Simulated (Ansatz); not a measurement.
AlH₂O₂ (`[OH][Al][OH]`) radical, 5 atoms. The species carries charge 0 and has multiplicity 2. All runs use 2 threads of a server CPU on a shared host. Correlated methods freeze the cores. Open-shell runs search over several starts.

(1) How many basis functions does each run have, and how long does it take in Ansatz? UKS PBE0-D4/def2-TZVP frequencies; UKS BLYP-D4/def2-TZVPP energy; UKS ωB97M-V/def2-QZVPP energy; direct RPA on PBE orbitals/def2-TZVPP energy; UKS PBE0-D4/def2-QZVPP energy; UKS CAM-B3LYP-D4/def2-TZVPP energy; UKS PBE0-D4/def2-SVP energy; UHF-CCSD(T)/def2-TZVPP energy; UHF-MP2/def2-QZVPP energy; UKS ωB97M-V/def2-SVP energy; UHF-CCSD(T)/def2-SVP energy; UKS B97M-V/def2-TZVPP energy. (Best estimate.)

## Answers

(1) Computed: Other jobs shared the machine, so times are rough.

```json
{"level": "UKS PBE0-D4/def2-SVP", "job": "energy", "functions": "56", "wall time": "1.7 s", "peak host memory (GiB)": "0.12"}
{"level": "UHF-CCSD(T)/def2-SVP", "job": "energy", "functions": "56", "wall time": "2.2 s", "peak host memory (GiB)": "0.17"}
{"level": "UKS BLYP-D4/def2-TZVPP", "job": "energy", "functions": "132", "wall time": "2.8 s", "peak host memory (GiB)": "0.14"}
{"level": "UKS CAM-B3LYP-D4/def2-TZVPP", "job": "energy", "functions": "132", "wall time": "3.9 s", "peak host memory (GiB)": "0.25"}
{"level": "direct RPA on PBE orbitals/def2-TZVPP", "job": "energy", "functions": "132", "wall time": "5 s", "peak host memory (GiB)": "0.24"}
{"level": "UKS ωB97M-V/def2-SVP", "job": "energy", "functions": "56", "wall time": "7.5 s", "peak host memory (GiB)": "0.23"}
{"level": "UKS PBE0-D4/def2-QZVPP", "job": "energy", "functions": "244", "wall time": "8 s", "peak host memory (GiB)": "0.55"}
{"level": "UHF-MP2/def2-QZVPP", "job": "energy", "functions": "244", "wall time": "11 s", "peak host memory (GiB)": "0.64"}
{"level": "UKS B97M-V/def2-TZVPP", "job": "energy", "functions": "132", "wall time": "11 s", "peak host memory (GiB)": "0.25"}
{"level": "UKS ωB97M-V/def2-QZVPP", "job": "energy", "functions": "244", "wall time": "22 s", "peak host memory (GiB)": "0.74"}
{"level": "UHF-CCSD(T)/def2-TZVPP", "job": "energy", "functions": "132", "wall time": "46 s", "peak host memory (GiB)": "1.5"}
{"level": "UKS PBE0-D4/def2-TZVP", "job": "frequencies", "functions": "111", "wall time": "59 s", "peak host memory (GiB)": "0.19"}
```
